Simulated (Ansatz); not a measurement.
Coupled-cluster diagnostics for BH2(CCH) (C₂H₃B), Ansatz.

Geometry of the singlet (PBE0-D4/def2-TZVP):

```xyz
6

B    -1.021   -0.367    0.326
H    -2.002    0.050   -0.212
H    -1.112   -1.168    1.206
C     0.331    0.119   -0.106
C     1.422    0.510   -0.454
H     2.382    0.855   -0.761
```

Correlated methods freeze 3 core orbitals.

Question: Estimate the CCSD(T) correlation energy, the shares of MP2 and (T), T1 and the reference's ⟨S²⟩ for: charge 0, singlet, own geometry in def2-TZVPP; charge 0, singlet, own geometry in def2-TZVPD; charge 1, doublet, vertical in def2-TZVPP; charge -1, doublet, vertical in def2-TZVPD; and the rough time on 4 threads of Arm Neoverse V2 on a shared host.

Answer: 
```json
{"state": "charge 0, singlet, own geometry", "basis": "def2-TZVPP", "correlation (eV)": "-12.013", "MP2 share (%)": "90.1", "(T) share (%)": "4.7", "T1": "0.014", "⟨S²⟩ (pure)": "0.00 (0.00)", "wall time": "2.9 s"}
{"state": "charge 0, singlet, own geometry", "basis": "def2-TZVPD", "correlation (eV)": "-11.895", "MP2 share (%)": "89.8", "(T) share (%)": "4.7", "T1": "0.014", "⟨S²⟩ (pure)": "0.00 (0.00)", "wall time": "3.4 s"}
{"state": "charge 1, doublet, vertical", "basis": "def2-TZVPP", "correlation (eV)": "-10.568", "MP2 share (%)": "85.8", "(T) share (%)": "4.1", "T1": "0.035", "⟨S²⟩ (pure)": "0.77 (0.75)", "wall time": "11 s"}
{"state": "charge -1, doublet, vertical", "basis": "def2-TZVPD", "correlation (eV)": "-12.488", "MP2 share (%)": "88.9", "(T) share (%)": "4.8", "T1": "0.025", "⟨S²⟩ (pure)": "0.84 (0.75)", "wall time": "15 s"}
```
Customary marks for T1 are 0.02 (closed shells), 0.045 (open shells) and about 0.05 (3d metals). T1 exceeds 0.02 in 2 of 4 rows and 0.045 in 0; the higher it lies, the less the single-reference result can be trusted.
